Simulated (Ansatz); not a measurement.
doublet PN(+): levels of theory in one basis

```xyz
2

P     0.0000    0.0000   -0.7414
N     0.0000    0.0000    0.7414
```

Basis set: def2-SVP (spherical functions). Frozen core: 6 orbitals. Correlation on ROHF uses semicanonical orbitals with singles. Charge 1, multiplicity 2.

Computed with Ansatz (development build ahead of 0.2.0); each method stands on the lowest determinant of its kind that the runs found.

```tsv
method	E − E(ROHF) (eV)	<S²> of the determinant
ROHF	0.00	0.75
UHF	-0.66	1.44
ROHF-MP2	-6.02	–
UHF-MP2	-5.89	1.44
UHF-CCSD(T)	-7.66	1.44
```

(1) What does UHF-CCSDT(Q) give on the same scale?

## Answers

(1) -7.81 eV.

Caution for ROHF, ROHF-MP2: an unrestricted determinant lies well below. Caution for UHF, UHF-MP2, UHF-CCSD(T), UHF-CCSDT(Q): the unrestricted determinant is spin contaminated. Caution for ROHF-MP2, UHF-MP2: MP2 on this radical cation hangs on the determinant chosen. Caution for ROHF-MP2: a plain start can end on a higher determinant. Caution for UHF-CCSD(T): another reference gives a lower total.
